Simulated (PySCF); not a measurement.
Molecule: `InChI=1S/C4H3/c1-3-4-2/h3H,1H2/q-1`.

Bonds (- single, = double, # triple, : aromatic): C1#C2, C2-C3, C3=C4. C3 carries H5; C4 carries H6, H7. Formal charges: C1 -1.

Total charge -1. H7 is cis to C2; H6 is trans to C2.

Frames of a GFN2-xTB Langevin trajectory at 600 K; GIAO PBE0/pcSseg-1 shieldings in PySCF 2.14.0 with density-fitted response routines, gas phase, non-relativistic; equivalent atoms averaged within each frame.

Scale: ¹³C (σ = 186.93 ppm), ¹H (σ = 31.72 ppm) vs TMS (reference shieldings calculated alike). The references are static minima.

Question: How do the shifts (ppm) fluctuate along the trajectory?

Answer: 
```tsv
time (fs)	C1	C3	C2	C4	H5	H7	H6
250	217.1	142.1	115.3	97.1	6.27	4.62	3.14
425	263.0	129.5	124.8	105.0	5.97	4.44	4.31
625	223.3	142.2	115.2	106.1	6.02	5.35	3.64
800	246.7	123.4	121.7	99.7	6.81	4.28	4.02
1000	234.8	143.2	116.8	114.6	7.10	5.26	3.90
mean of frames	237.0	136.1	118.8	104.5	6.43	4.79	3.80
standard deviation	18.4	9.0	4.3	6.8	0.50	0.49	0.44
```

5 frames give an uncertainty of the mean of about the standard deviation over 2.2 at best, since frames this close in time may not be independent; classical motion lacks zero-point vibration, and the reference would need the same averaging.
